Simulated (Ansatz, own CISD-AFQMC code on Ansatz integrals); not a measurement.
C2H7N, SMILES `CNC` (charge 0, multiplicity 1).

Cartesian coordinates (Å):
```xyz
10

C      1.1531     0.3588     0.0392
N      0.1421    -0.6527     0.2427
C     -1.1572    -0.2491    -0.2428
H      1.3127     0.5032    -1.0335
H      2.1006     0.0319     0.4722
H      0.8963     1.3426     0.4689
H      0.0837    -0.8863     1.2249
H     -1.1205    -0.1370    -1.3305
H     -1.8964    -1.0198    -0.0157
H     -1.5144     0.7083     0.1746
```
Charge 0, multiplicity 1.

Frozen-core correlation energies in cc-pVDZ at a geometry from PBE0-D3(BJ)/def2-TZVP, on an HF energy of -134.25136 Ha (<S^2> = 0.00). Wave-function levels are from Ansatz, the walk from an own CISD-AFQMC code on Ansatz integrals (time step 0.005/Ha, trial state from CCSD amplitudes, largest double 0.02).

```csv
level,correlation energy (mHa)
MP2,-467.1
CCSD,-511.0
CCSD(T),-524.4
```

### Question
What correlation energy does phaseless AFQMC give, and where does it lie among these levels?

### Answer
-525.9 ± 0.4 mHa (one standard error). AFQMC minus each level: MP2 -58.9 mHa, CCSD -15.0 mHa, CCSD(T) -1.6 mHa.
